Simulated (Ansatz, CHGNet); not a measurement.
# How well does each level of theory give the cohesive energy of rock-salt CdO?

Reference value: 3.23 ± 0.03 eV/atom (worked out here from tabulated enthalpies at 298 K, copied from a table, unchecked, brought to a static lattice with a Debye model, atoms in their spin–orbit ground levels; inputs from the CRC Handbook).

```json
[
 {"level (code)": "CHGNet 0.3.0", "value (eV/atom)": "2.89", "cell (Å³/atom)": "13.65"},
 {"level (code)": "LDA (Ansatz)", "value (eV/atom)": "3.92", "cell (Å³/atom)": "12.44"},
 {"level (code)": "PBE (Ansatz)", "value (eV/atom)": "?", "cell (Å³/atom)": "13.55"},
 {"level (code)": "B3LYP (VWN-RPA form) (Ansatz)", "value (eV/atom)": "2.58", "cell (Å³/atom)": "13.50"},
 {"level (code)": "Hartree–Fock (Ansatz)", "value (eV/atom)": "1.51", "cell (Å³/atom)": "13.30"}
]
```

Q: Some entries are withheld; supply them.

A: 
- PBE (Ansatz, a quantum-chemistry and plane-wave program), value (eV/atom): 2.94

Errors against the reference: CHGNet 0.3.0 -0.34 eV/atom, LDA +0.69 eV/atom, PBE -0.29 eV/atom, B3LYP (VWN-RPA form) -0.65 eV/atom, Hartree–Fock -1.72 eV/atom.

Leaving aside CHGNet 0.3.0 (doubt noted below): Once the reference is moved by up to 0.20 eV/atom (a margin picked here for doubts on the reference and the settings) and values within 0.03 eV/atom count as equal, the nearest can be PBE (-0.29 eV/atom) or LDA (+0.69 eV/atom). Among them Hartree–Fock (-1.72 eV/atom) misses by most.

Free atoms are spin-polarised, in the lowest state found; at levels without +SOC their spin–orbit coupling is left out.  CHGNet 0.3.0: free atoms can lie outside what these potentials were trained on. CHGNet 0.3.0: the energies of CHGNet 0.3.0 can hold anion corrections fitted to measured formation enthalpies. Each level is taken at its own relaxed cell. Cutoffs and k meshes differ between the levels. Ansatz's density-functional and Hartree–Fock values are scalar-relativistic unless marked +SOC, with PAW data made under PBE.

Machine-learned potentials (CHGNet 0.3.0) are trained on DFT data: a solid inside that data is no test of them.

Differences are worked out from the printed values.
